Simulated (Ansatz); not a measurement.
# AlNaH (doublet): HSE06, B2PLYP over a scan of the distance Al1–H3, cc-pVDZ

Aim: run AlNaH (doublet) with these functionals over a scan of the distance Al1–H3, and hold them against the top wave-function level at the same points.

The runs use Ansatz 0.2.0, Gaussian basis; cc-pVDZ, all electrons in the functionals, frozen cores in the correlation of double hybrids and RPA.

To be run: HSE06, B2PLYP, at 1.321 Å; 1.453 Å; 1.640 Å; 1.833 Å; 1.981 Å; 2.216 Å; 2.682 Å; 3.100 Å; 3.619 Å; 4.461 Å; 5.520 Å.

35 further runs of the same task are left out: 22 for a known fault of the program, 10 that didn't finish, 3 set aside as unsound or not needed.

## (1) The geometry

The geometry derives from a PBE0/def2-TZVP stationary point (not a proven minimum). One bond is set to the value named and the two fragments are kept rigid.

3 atoms, charge 0, spin multiplicity 2.

Atoms are counted from 1 here; the program's logs count them from 0.

Bond lengths: Al1–H3 1.640 Å.

No dispersion term is added. HSE06 is the plane-wave form.

The geometry shown and the zero of energy belong to the point 1.640 Å. The yardstick, FCI, and other wave-function levels (R restricted, U unrestricted, valence and pair active spaces) come from earlier runs.

## (2) HSE06, 1.321 Å

File in.yaml:

```yaml
crystal:
  periodic: [false, false, false]
  atoms:
    - {symbol: Al, position_ang: [0.000000, -0.407422, 0.729636]}
    - {symbol: Na, position_ang: [0.000000, -0.249365, -2.241896]}
    - {symbol: H, position_ang: [0.000000, 0.656787, 1.512259]}
basis:
  gaussian: {orbitals: cc-pVDZ}
magnetization: {spin_polarized: true, initial_magnetization: 1}
hamiltonian: {xc: {name: HSE06}}
```

Launch:

```sh
$ ansatz run in.yaml --threads 1 --pin off --events-out ev --progress --plain --max-ram 2393MiB
```

Further steps of the session: HSE06, 1.453 Å; HSE06, 1.640 Å; HSE06, 1.833 Å; HSE06, 1.981 Å; HSE06, 2.216 Å; HSE06, 2.682 Å; HSE06, 3.100 Å; HSE06, 3.619 Å; HSE06, 4.461 Å; HSE06, 5.520 Å; B2PLYP, 1.321 Å; B2PLYP, 1.453 Å; B2PLYP, 1.640 Å; B2PLYP, 1.833 Å; B2PLYP, 1.981 Å; B2PLYP, 2.216 Å; B2PLYP, 2.682 Å; B2PLYP, 3.100 Å; B2PLYP, 3.619 Å; B2PLYP, 4.461 Å; B2PLYP, 5.520 Å.

**Question.** What will the summary of the whole plan be? Wanted: span of the FCI curve; largest miss, HSE06; largest miss, B2PLYP.

**Answer**, as computed:

```
             quantity                   value
span of the FCI curve            254.0 kJ/mol
  largest miss, HSE06  +10.7 kJ/mol (5.520 Å)
 largest miss, B2PLYP  +13.0 kJ/mol (3.100 Å)
```

What this shows: Of the functionals, HSE06 keep the smallest largest miss at the points compared (at most 10.7 kJ/mol) and B2PLYP strays most (13.0 kJ/mol, at 3.100 Å). HSE06, B2PLYP clearly break the spin symmetry at some points (⟨S²⟩ up to 0.58 above the pure value), so energy there is bought with a mixed spin. Functionals and the yardstick converge differently with the basis, so part of each miss in cc-pVDZ is the basis.
